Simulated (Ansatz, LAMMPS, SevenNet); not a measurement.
## How well does each level of theory give the elastic constant C12 of hcp Ti?

Reference value: 87 GPa (measured, 4 K, zero-point motion not removed; as tabulated in Ferrari et al. (2019), arXiv:1905.01197).

```tsv
level (code)	value (GPa)	cell (Å³/atom)	difference (%)
Lennard-Jones jacobson2022 (LAMMPS)	263	17.78	+202
SevenNet-0	101	17.41	+16.1
SevenNet-l3i5	111	17.37	+28
LDA (Ansatz)	98.6	16.10	+13.3
PBE (Ansatz)	82.7	17.39	-4.9
PBEsol (Ansatz)	89.4	16.73	+2.8
r²SCAN (Ansatz)	89.1	17.31	+2.4
HSE06 (Ansatz)	86.4	17.19	-0.7
```

Once the reference is moved by up to 3.3 % (a margin picked here for doubts on the reference and the settings, and for temperature and zero-point motion) and values within 1.7 % count as equal, the nearest can be HSE06 (-0.7 %), r²SCAN (+2.4 %), PBEsol (+2.8 %) or PBE (-4.9 %). Farthest off among them: Lennard-Jones jacobson2022 (+202 %). Within 20 %: SevenNet-0, LDA, PBE, PBEsol, r²SCAN, HSE06.

The reference isn't brought to a static lattice, while the calculations are for one, so the differences are not the levels' errors alone. The crystal itself was run without spin with LDA, PBE, PBEsol, r²SCAN, HSE06; a magnetic state was not tried in these runs. HSE06: hybrids on metals are sensitive to the k mesh. HSE06: the run warned that the count of filled bands differs between k points. Each level is taken at its own relaxed cell. Cutoffs and k meshes differ between the levels. Ansatz's density-functional and Hartree–Fock values are scalar-relativistic unless marked +SOC, with PAW data made under PBE.

Empirical potentials (Lennard-Jones jacobson2022) are fitted to chosen data: where that held the value shown, agreement is built in, and what lay outside the fit can be far off. Machine-learned potentials (SevenNet-0, SevenNet-l3i5) are trained on DFT data: a solid inside that data is no test of them.

Differences are worked out from the printed values.

Ansatz is a quantum-chemistry and plane-wave program.
